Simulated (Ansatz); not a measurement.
## Ansatz (development build ahead of 0.2.0) run

```yaml
crystal:
  periodic: [false, false, false]
  atoms:
    - { symbol: S, position_ang: [0.0, 0.0, -0.83116] }
    - { symbol: S, position_ang: [0.0, 0.0, 0.83116] }
basis:
  gaussian: { orbitals: "6-31G" }
magnetization:
  spin_polarized: true
  initial_magnetization: 2
hamiltonian:
  xc: hf
correlation:
  method: bccd_t
  frozen_orbitals: { S: 5 }
```

The input is written out in the form of the current development build from the run's settings.

The run gave:

* Converged: yes
* Reference energy (starting determinant): -794.84247 hartree
* Correlation energy: -0.09451 hartree
* Total energy: -794.93698 hartree
